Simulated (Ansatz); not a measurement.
Ansatz (a program for electronic structure) input (PBE/def2-QZVPP): A basis named .json is the Basis Set Exchange file of that set (core-valence sets with the plain set on hydrogen).

Ansatz 0.2 input:
```yaml
crystal:
  periodic: [false, false, false]
  atoms:
    - {symbol: C, position_ang: [0.01118773, 0.75889942, -0.01238914]}
    - {symbol: C, position_ang: [1.30488840, 1.02329449, 0.00343307]}
    - {symbol: Cl, position_ang: [-0.63700773, -0.85323169, 0.00417952]}
    - {symbol: H, position_ang: [-0.75905041, 1.51625302, -0.03695357]}
    - {symbol: H, position_ang: [2.05291747, 0.24314247, 0.02802818]}
    - {symbol: H, position_ang: [1.63880765, 2.05237986, -0.00839007]}
basis:
  gaussian:
    orbitals: def2-QZVPP.json
hamiltonian:
  xc: {name: PBE}
magnetization: {spin_polarized: false}
```

Output:

```
Functional definition: PBE
integrals: 0.16 GiB planned
862 factors; their error is unknown
mean field: 1.34 GiB planned
mean field evaluation 1: about -14625.2098 eV, gradient 7.5e1 eV
mean field evaluation 2: about -14588.8603 eV, gradient 1.3e2 eV
mean field evaluation 4: about -14638.4303 eV, gradient 8.0e0 eV
mean field evaluation 8: about -14638.5930 eV, gradient 1.9e-1 eV
mean field evaluation 16: about -14638.5865 eV, gradient 1.7e-4 eV
mean field -14638.58649024 eV, -537.9581311261 hartree, gradient 2.6e-5 eV, S^2 0.000000; 0 other end points of the search recorded, 0 dependent functions left out
reference -14638.58652955 eV, -537.9581325705 hartree; 16, 16 occupied and 258, 258 virtual orbitals, 862 factors
Total energy: -14638.58652955 eV, -537.9581325705 hartree
```
